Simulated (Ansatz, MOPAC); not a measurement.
Molecule: C$_{2}$H$_{6}$NO (charge +1, singlet). SMILES: NC(=[OH+])C

Atoms: O1, C2, N3, C4, H5, H6, H7, H8, H9, H10. Bonds: O1-C2, O1-H10, C2-N3, C2-C4, N3-H5, N3-H9, C4-H6, C4-H7, C4-H8.

Bond lengths (Å) and angles (degrees) optimised at AM1 with MOPAC; PM3 with MOPAC; MNDO with MOPAC; HF/STO-3G with Ansatz (an electronic-structure program); B3LYP/LANL2DZ with Ansatz; MP2/6-31G* with Ansatz, each started from the B3LYP-D3(BJ)/def2-TZVP structure (Ansatz) of the last column. A row stands for all coordinates that are equal there; 11 of 19 kinds are shown. 6-31G* holds six Cartesian d functions. No wavenumbers were computed at MNDO, HF/STO-3G, B3LYP/LANL2DZ, MP2/6-31G*, so these may be saddle points.

```csv
coordinate,AM1,PM3,MNDO,HF/STO-3G,B3LYP/LANL2DZ,MP2/6-31G*,B3LYP-D3(BJ)/def2-TZVP
O1-C2,1.343,1.326,1.316,1.326,1.329,1.306,1.297
O1-H10,0.980,0.954,0.956,0.993,0.985,0.982,0.972
C2-N3,1.330,1.340,1.344,1.329,1.327,1.309,1.305
C2-C4,1.498,1.492,1.529,1.530,1.492,1.483,1.478
N3-H5,1.003,0.992,1.007,1.027,1.017,1.017,1.011
N3-H9,1.001,0.993,1.006,1.028,1.019,1.019,1.013
C4-H6,1.124,1.104,1.111,1.091,1.097,1.094,1.092
C4-H7,1.118,1.100,1.108,1.086,1.092,1.089,1.086
O1-C2-N3,122.9,122.3,120.8,122.6,122.5,122.8,122.4
O1-C2-C4,112.4,114.4,116.1,115.5,114.9,114.7,115.4
N3-C2-C4,124.7,123.3,123.0,121.9,122.6,122.5,122.2
```

Mean signed difference of all 9 bond lengths from B3LYP-D3(BJ)/def2-TZVP: AM1 0.020 Å, PM3 0.007 Å, MNDO 0.016 Å, HF/STO-3G 0.017 Å, B3LYP/LANL2DZ 0.012 Å, MP2/6-31G* 0.005 Å.
